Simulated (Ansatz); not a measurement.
# HF/STO-3G run of SCl2O2 (sulfuryl chloride)

Aim: the vertical ionisation energy of SCl2O2 (sulfuryl chloride) at HF/STO-3G, from 2 runs. 

Program for the calculation: Ansatz 0.2.0.

### Step 1. The molecule

SCl2O2: 5 atoms, total charge 0, spin state singlet. As SMILES, `O=S(=O)(Cl)Cl`. The shape is that of a PBE0-D4/def2-TZVP optimisation.

Bond lengths: O1–S2 1.415 Å, S2–O3 1.416 Å, S2–Cl4 2.013 Å, S2–Cl5 2.013 Å. Angles: O1–S2–O3 123.0°, O1–S2–Cl4 107.8°, O1–S2–Cl5 107.8°, O3–S2–Cl4 107.8°, O3–S2–Cl5 107.8°, Cl4–S2–Cl5 100.5°.

### Step 2. The energy at HF/STO-3G

Input file job.yaml:

```yaml
basis:
  gaussian:
    orbitals: STO-3G
crystal:
  periodic: [false, false, false]
  atoms:
    - {symbol: O, position_ang: [0.866100, 0.300300, -1.246600]}
    - {symbol: S, position_ang: [-0.068500, 0.126800, -0.197800]}
    - {symbol: O, position_ang: [-1.381700, 0.653700, -0.241000]}
    - {symbol: Cl, position_ang: [-0.209600, -1.845200, 0.179900]}
    - {symbol: Cl, position_ang: [0.793700, 0.764400, 1.505600]}
accuracy: high
output: {orbitals: {seedname: orbitals}}
magnetization:
  spin_polarized: false
  initial_magnetization: 0
hamiltonian:
  xc: hf
```

On the command line:

```bash
ansatz run job.yaml --threads 1 --pin off --max-ram 3480MiB --events-out events.jsonl --progress --plain --runs-dir runs
```

Output:

```text
Warning: RAYON_NUM_THREADS=1 ignored (pool sized by the plan → 1); use --threads N
Functional definition: HF
  name "HF"
  exchange = exact_x
  correlation = 0
755 factors; integrals over basis functions are off by at most 3.6e-9 eV
mean field evaluation 1: about -39436.3361 eV, gradient 5.3e1 eV
mean field evaluation 2: about -39436.4851 eV, gradient 5.3e1 eV
mean field evaluation 4: about -39446.0491 eV, gradient 3.7e0 eV
mean field evaluation 8: about -39446.1109 eV, gradient 6.8e-2 eV
mean field -39446.11093139 eV, -1449.6178391941 hartree, gradient 2.5e-8 eV, S^2 0.000000; 0 other end points of the search recorded, 0 dependent functions left out
reference -39446.11093139 eV, -1449.6178391941 hartree; 33, 33 occupied and 4, 4 virtual orbitals, 755 factors
Total energy: -39446.11093139 eV, -1449.6178391941 hartree
```

It took 0.64 s on 1 thread of Intel Xeon Platinum 8259CL at 2.50GHz (Skylake/Cascade Lake), shared host; peak memory 0.11 GiB.

### Step 3. The doublet cation at the same level

Edit job.yaml of step 2 so:

```diff
@@ -1,4 +1,3 @@
 basis:
-  gaussian:
-    orbitals: STO-3G
+  gaussian: {orbitals: STO-3G}
 crystal:
@@ -11,8 +10,6 @@
     - {symbol: Cl, position_ang: [0.793700, 0.764400, 1.505600]}
+total_charge: 1
+magnetization: {spin_polarized: true, initial_magnetization: 1}
+hamiltonian: {xc: hf}
 accuracy: high
 output: {orbitals: {seedname: orbitals}}
-magnetization:
-  spin_polarized: false
-  initial_magnetization: 0
-hamiltonian:
-  xc: hf
```

On the command line:

```bash
ansatz run job.yaml --threads 1 --pin off --max-ram 3480MiB --events-out events.jsonl --progress --plain --runs-dir runs
```

Output, cut to the lines that bear on the results:

```text
Warning: RAYON_NUM_THREADS=1 ignored (pool sized by the plan → 1); use --threads N
[... 2 set-up lines as earlier in the session ...]
[...]
755 factors; integrals over basis functions are off by at most 3.6e-9 eV
[...]
mean field -39438.31809730 eV, -1449.3314578237 hartree, gradient 2.3e-8 eV, S^2 1.276795; 5 other end points of the search recorded, 0 dependent functions left out
reference -39438.31809730 eV, -1449.3314578237 hartree; 33, 32 occupied and 4, 5 virtual orbitals, 755 factors
Total energy: -39438.31809730 eV, -1449.3314578237 hartree
```

Run time: 14 s. Hardware: 1 thread of Intel Xeon Platinum 8259CL at 2.50GHz (Skylake/Cascade Lake), shared host; peak memory 0.15 GiB.

### Step 4. Results

Level: HF/STO-3G.

| quantity | value |
| --- | --- |
| singlet SCl2O2: total energy | -1449.61784 Eh |
| singlet SCl2O2: HOMO energy | -10.73 eV |
| singlet SCl2O2: LUMO energy | 2.99 eV |
| singlet SCl2O2: HOMO–LUMO gap | 13.72 eV |
| doublet cation: total energy | -1449.33146 Eh |
| doublet cation: HOMO energy (highest over α and β) | -15.35 eV |
| doublet cation: LUMO energy (lowest over α and β) | -4.94 eV |
| doublet cation: ⟨S²⟩ | 1.277 |
| vertical ionisation energy (to the doublet cation) | 7.793 eV |

In words: The vertical ionisation energy comes to 7.79 eV (180 kcal/mol). −ε(HOMO) before ionisation, 10.73 eV, is 2.94 eV above this ionisation energy. In a minimal basis such a difference can be off by several eV, whatever the method. ⟨S²⟩ (doublet cation) is 1.28 where a pure doublet has 0.75: the reference is spin-contaminated.
